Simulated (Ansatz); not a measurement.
Wavefunction ladder for `CNCF`

Z-matrix (Å, degrees):
```
C
N 1 1.449
H 1 1.096 2 113.8
H 1 1.093 2 109.0 3 120.7
H 1 1.091 2 109.5 3 -121.9
C 2 1.397 1 116.4 3 -64.1
H 2 1.010 1 112.3 3 66.8
F 6 1.411 2 113.7 1 63.1
H 6 1.092 2 110.4 1 -177.9
H 6 1.093 2 110.2 1 -55.3
```

Charge 0, multiplicity 1. All single points use the PBE0-D4/def2-TZVP geometry. It is one conformer, not always the lowest. Frozen core, restricted reference, Ansatz. CBS rows extrapolate triple and quadruple zeta; past MP2 they add the triple-zeta difference.

```json
{"basis": "def2-SVP", "HF (Eh)": "-232.92830", "MP2 corr.": "-0.63855", "CCSD corr.": "-0.67930", "(T)": "-0.01612", "CCSD(T) total": "-233.62372"}
{"basis": "def2-TZVPP", "HF (Eh)": "-233.20537", "MP2 corr.": "-0.81256", "CCSD corr.": "-0.84285", "(T)": "-0.02952", "CCSD(T) total": "-234.07774"}
{"basis": "def2-QZVPP", "HF (Eh)": "-233.21631", "MP2 corr.": "-0.87448", "CCSD corr.": "–", "(T)": "–", "CCSD(T) total": "–"}
{"basis": "CBS(def2)", "HF (Eh)": "-233.21782", "MP2 corr.": "-0.92034", "CCSD corr.": "-0.95063", "(T)": "as TZ", "CCSD(T) total": "-234.19797"}
```
